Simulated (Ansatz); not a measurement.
## LiPb₂: from a trial structure to a relaxed crystal

Level of theory: DFT PBE, scalar-relativistic, plane waves, PAW in Ansatz 0.2.0. Cutoff 420 eV, Γ-centred k mesh, Gaussian smearing, no spin polarisation in the final step.

LiPb₂ was placed on the anti-cuprite structure type (Pn-3m, No. 224), with Li in place of O, Pb in place of Cu, at a guessed volume.

```yaml
crystal:
  lattice:
    - [5.50432, 0.00000, 0.00000]
    - [0.00000, 5.50432, 0.00000]
    - [0.00000, 0.00000, 5.50432]
  atoms:
    - { symbol: Li, position: [0.00000, 0.00000, 0.00000] }
    - { symbol: Li, position: [0.50000, 0.50000, 0.50000] }
    - { symbol: Pb, position: [0.25000, 0.25000, 0.25000] }
    - { symbol: Pb, position: [0.25000, 0.75000, 0.75000] }
    - { symbol: Pb, position: [0.75000, 0.75000, 0.25000] }
    - { symbol: Pb, position: [0.75000, 0.25000, 0.75000] }
```

Cell and atoms relax at zero pressure; the relaxation can't lower the symmetry of the start. After a coarse first stage the cell is made exact in the group found at 0.06 Å.

The zero of energy is the elements' standard structures at the same level; no fitted shifts are applied.

Q: Which crystal results?

A: It keeps Pn-3m (No. 224). The result has the cuprite structure. Conventional cell: a = 5.804 Å. Around Li lie 4 Pb at 2.51 Å; Pb has 2 Li at 2.51 Å.

```
Li Pb
1.0
     5.80354    0.00000    0.00000
     0.00000    5.80354    0.00000
     0.00000    0.00000    5.80354
Li Pb
2 4
Cartesian
  0.0000 0.0000 0.0000
  2.9018 2.9018 2.9018
  1.4509 1.4509 1.4509
  1.4509 4.3527 4.3527
  4.3527 4.3527 1.4509
  4.3527 1.4509 4.3527
```

Q: What are its volume, energy, density and gap?

A: The volume per atom is 32.58 Å³ and the density is 7.16 g/cm³. The energy over the elements is 0.49 eV/atom and the gap on the 8×8×8 mesh is 0 eV (a metal).

The final run used a 8×8×8 mesh on its 6-atom cell and 0.10 eV smearing. The k mesh leaves about 4 meV/atom of noise in metals. Spin–orbit coupling is left out. A structure relaxed within its symmetry needn't be a true minimum.

Cost: 3 runs of about 0.73 core-minutes in all, on Intel Xeon 6975P-C (Granite Rapids) (shared hosts).